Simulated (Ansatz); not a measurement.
Results of r²SCAN (plane waves, PAW; Ansatz, a first-principles code) for 2H MoS2.

Numerical settings: plane-wave cutoff 600 eV, 12×12×4 k mesh (along the axes of the cell as run), finite displacements, no spin polarisation, scalar-relativistic PAW data made under PBE.

The cell has the measured lattice parameters. Conventional cell: a = 3.1600 Å, b = 3.1600 Å, c = 12.2940 Å, α = 90.00°, β = 90.00°, γ = 120.00°.

```yaml
crystal:
  lattice:
    - [3.16000, 0.00000, 0.00000]
    - [-1.58000, 2.73664, 0.00000]
    - [0.00000, 0.00000, 12.29400]
  atoms:
    - { symbol: Mo, position: [0.66667, 0.33333, 0.75000] }
    - { symbol: Mo, position: [0.33333, 0.66667, 0.25000] }
    - { symbol: S, position: [0.66667, 0.33333, 0.12346] }
    - { symbol: S, position: [0.33333, 0.66667, 0.62346] }
    - { symbol: S, position: [0.33333, 0.66667, 0.87654] }
    - { symbol: S, position: [0.66667, 0.33333, 0.37654] }
```

Harmonic phonon frequencies (cm⁻¹; i marks an imaginary mode; at Γ without the LO shift):

| q point | frequencies |
|---|---|
| Γ | 0 0 0 33 33 62 287 287 290 290 387 387 387 387 412 420 473 478 |

Note: the cell isn't this level's own, so it is under some stress, which shifts stiffness and frequencies.
